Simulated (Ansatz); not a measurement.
```yaml
crystal:
  periodic: [false, false, false]
  atoms:
    - {symbol: F, position_ang: [0.555088, 0.068922, 3.628534]}
    - {symbol: C, position_ang: [1.421927, -1.087999, 1.479859]}
    - {symbol: O, position_ang: [-0.522703, -1.342724, -0.264046]}
    - {symbol: C, position_ang: [-1.239437, 0.872113, -1.400928]}
    - {symbol: F, position_ang: [0.574414, 1.645295, -3.044814]}
    - {symbol: Cl, position_ang: [-4.052791, 0.302391, -3.066255]}
    - {symbol: H, position_ang: [2.975200, 0.054124, 0.735776]}
    - {symbol: H, position_ang: [2.024709, -2.998343, 1.953474]}
    - {symbol: H, position_ang: [-1.568977, 2.398726, -0.053727]}
basis:
  gaussian: {orbitals: ANO-RCC-VTZP}
hamiltonian: {xc: {name: PBE0}}
output: {forces: true}
```

```sh
$ ansatz run in.yaml --threads 4 --pin off --events-out ev --progress --plain --max-ram 10444MiB
```

Output, abridged:

```
Functional definition: PBE0
1631 factors; their error is unknown
mean field evaluation 1: about -22077.4739 eV, gradient 1.2e2 eV
mean field evaluation 2: about -21085.3364 eV, gradient 4.3e2 eV
mean field evaluation 4: about -21623.3428 eV, gradient 3.3e2 eV
mean field evaluation 8: about -22126.1280 eV, gradient 6.3e0 eV
mean field evaluation 16: about -22126.8818 eV, gradient 5.5e-4 eV
mean field -22126.88177902 eV, -813.1479072397 hartree, gradient 2.3e-5 eV, S^2 0.000000; 7 other end points of the search recorded, 0 dependent functions left out
reference -22126.88185346 eV, -813.1479099755 hartree; 29, 29 occupied and 197, 197 virtual orbitals, 1631 factors
Total energy: -22126.88185346 eV, -813.1479099755 hartree
Relativity: scalar
Atom 0 at     0.555088     0.068922     3.628534 Å, force     0.784711    -1.039428    -1.976433 eV/Å
Atom 1 at     1.421927    -1.087999     1.479859 Å, force     1.008604    -0.380342    -0.137154 eV/Å
Atom 2 at    -0.522703    -1.342724    -0.264046 Å, force     0.978506     1.976472     0.531931 eV/Å
Atom 3 at    -1.239437     0.872113    -1.400928 Å, force     0.858533     0.833531     0.965325 eV/Å
Atom 4 at     0.574414     1.645295    -3.044814 Å, force    -1.652103    -0.675693     1.563975 eV/Å
Atom 5 at    -4.052791     0.302391    -3.066255 Å, force     0.971898     0.181362     0.559661 eV/Å
Atom 6 at     2.975200     0.054124     0.735776 Å, force    -2.410476    -1.561037     1.116716 eV/Å
Atom 7 at     2.024709    -2.998343     1.953474 Å, force    -1.066379     2.864125    -0.628594 eV/Å
Atom 8 at    -1.568977     2.398726    -0.053727 Å, force     0.526706    -2.198989    -1.995428 eV/Å
Dipole moment:     0.630743    -0.394032     0.465596 e Å
```

In this input the coordinates are in bohr but typed as ångström. Self-consistency was reached. The result belongs to that input, not to the molecule as meant.
